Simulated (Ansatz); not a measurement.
bcc Na was calculated with r²SCAN-D4 (plane waves, PAW; Ansatz, an electronic-structure program).

Settings: plane-wave cutoff 560 eV, 18×18×18 k mesh, Fermi–Dirac smearing 0.05 eV, scalar-relativistic PAW data made under PBE.

Pressure at four volumes; x = ln(V/37.563 Å³). One pressure is withheld.

| V (Å³/atom) | x | P (GPa) |
|---|---|---|
| 35.309 | -0.0619 | ? |
| 36.060 | -0.0408 | 0.339 |
| 37.563 | 0.0000 | 0.001 |
| 39.816 | 0.0582 | -0.402 |

Pass a parabola P(x) through the three rows shown, estimate the bulk modulus and its pressure derivative near zero pressure, and predict the withheld pressure.

Slopes between the rows: (0.001 − (0.339))/(0.0000 − (-0.0408)) = -8.28 and (-0.402 − (0.001))/(0.0582 − (0.0000)) = -6.92 GPa. Their difference over the span 0.0990 is c = 1.36/0.0990 = 13.7 GPa, so P(x) = 0.339 + (-8.28)(x − (-0.0408)) + 13.7 (x − (-0.0408))(x − (0.0000)). At the middle row B = −dP/dx = −[-8.28 + 13.7 × 0.0408] = 7.7 GPa, and B′ = dB/dP = 2c/B = 3.6. At x = -0.0619 the parabola gives 0.532 GPa; the run gives 0.534 GPa. The Birch–Murnaghan fit to the energies at all volumes has B0 = 7.69 GPa and B′ = 3.6.

Measured, for comparison: bulk modulus 7.9 GPa (0 K value with the zero-point phonon effect removed, our sources range from 7.63 to 7.91; as tabulated in Mejia-Rodriguez and Trickey (2018), arXiv:1807.09216). Computed (rounded) less measured: bulk modulus -3 % (inside the range of the sources held).
